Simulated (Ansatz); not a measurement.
Barrier from HO (SMILES [OH], doublet) + CH3 (SMILES [CH3], doublet) to the saddle point below; all geometries are those of the HTBH38 set.
```xyz
6

C      0.0003    -1.1423     0.0000
H     -1.0560    -1.3847     0.0000
H      0.5202    -1.4074     0.9124
H      0.5202    -1.4074    -0.9124
H      0.0116     0.1601     0.0000
O      0.0003     1.3616     0.0000
```
Charge 0, spin multiplicity 3.

Total energies in hartree (Ansatz, a quantum-chemistry and plane-wave program). Radicals and triplets start from unrestricted determinants; spin-orbit coupling is neglected. Cores are frozen in correlated methods. No relativity. The UHF reference of CH4O (saddle point or complex, triplet) is spin-contaminated (<S^2> up to 0.06 over the pure value in the sets run).

| species | HF/aug-cc-pVTZ | CCSD(T)/aug-cc-pVTZ | HF/aug-cc-pVQZ | CCSD(T)/aug-cc-pVQZ | CCSD(T)/aug-cc-pVDZ | CCSDT(Q)/aug-cc-pVDZ |
|---|---|---|---|---|---|---|
| 1: HO (SMILES [OH], doublet) | -75.42167 | -75.64557 | -75.42667 | -75.66449 | -75.58398 | -75.58459 |
| 2: CH3 (SMILES [CH3], doublet) | -39.57801 | -39.76365 | -39.58044 | -39.77334 | -39.72420 | -39.72481 |
| 3: CH4O (complex or saddle point, triplet) | -114.96985 | -115.39645 | -114.97690 | -115.42406 | -115.29623 | -115.29788 |

### Question
Work out the barrier height (electronic, no zero-point energy) in kJ/mol: take Hartree-Fock from aug-cc-pVQZ, extrapolate the CCSD(T) correlation energy as X^-3 (X = 3, 4), and add CCSDT(Q) - CCSD(T) in aug-cc-pVDZ. 1 hartree = 2625.5 kJ/mol.

### Answer

Species 1: correlation (64·(-0.23782) - 27·(-0.22390))/37 = -0.24798; step -0.00061; E1 = -75.42667 + (-0.24798) + (-0.00061) = -75.67526
Species 2: correlation (64·(-0.19290) - 27·(-0.18564))/37 = -0.19820; step -0.00061; E2 = -39.58044 + (-0.19820) + (-0.00061) = -39.77925
Species 3: correlation (64·(-0.44716) - 27·(-0.42660))/37 = -0.46216; step -0.00165; E3 = -114.97690 + (-0.46216) + (-0.00165) = -115.44071
-1·E1 -1·E2 +1·E3 = 0.01380 hartree = 36.2 kJ/mol. Published benchmark value: 8.1 kcal/mol (Zhao et al., J. Phys. Chem. A 109, 2012 (2005), HTBH38), a best estimate, not a measurement. The composite differs from it by +2.3 kJ/mol; core, relativistic and spin-orbit terms are not in it.
